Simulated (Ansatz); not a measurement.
System: C4H8, charge 0, singlet. C4H8 (SMILES C=C(C)C).
B3LYP-D3(BJ)/def2-TZVP minimum from Ansatz (a quantum-chemistry and plane-wave program):
```xyz
12

C      0.0065     0.0014     1.4542
C      0.0006     0.0001     0.1241
H      0.0048     0.9250     2.0197
H      0.0131    -0.9212     2.0214
C     -0.0087     1.2699    -0.6778
H     -0.0098     2.1526    -0.0389
H      0.8653     1.3203    -1.3345
H     -0.8890     1.3125    -1.3267
C      0.0027    -1.2712    -0.6754
H      0.0095    -2.1526    -0.0350
H     -0.8771    -1.3229    -1.3243
H      0.8771    -1.3150    -1.3320
```

Atomisation energy term by term, kcal/mol (programs: Ansatz). Radicals and triplets start from unrestricted determinants; spin-orbit coupling is neglected. Correlated methods leave the cores frozen. Rows without X2C or -DK are non-relativistic. CBS(X,Y): correlation extrapolated as X^-3, Hartree-Fock from the larger set. A bracket is a step between two methods taken in the basis named. '+ core + X2C': CCSD(T) terms for core correlation (cc-pwCVTZ) and scalar relativity (cc-pVTZ-DK). For partners of very few electrons the exact lower level stands in for a higher one.

```json
[
 {"term": "Hartree-Fock", "basis": "cc-pVQZ", "kcal/mol": "882.21"},
 {"term": "CCSD correlation", "basis": "CBS(cc-pVTZ,cc-pVQZ)", "kcal/mol": "258.64"},
 {"term": "(T)", "basis": "CBS(cc-pVTZ,cc-pVQZ)", "kcal/mol": "15.38"},
 {"term": "CCSDT(Q) - CCSD(T)", "basis": "cc-pVDZ", "kcal/mol": "0.52"},
 {"term": "core correlation", "basis": "cc-pwCVTZ", "kcal/mol": "4.61"},
 {"term": "scalar relativity", "basis": "X2C, cc-pVTZ-DK", "kcal/mol": "-0.71"},
 {"term": "sum: De", "basis": "", "kcal/mol": "1160.7"}
]
```
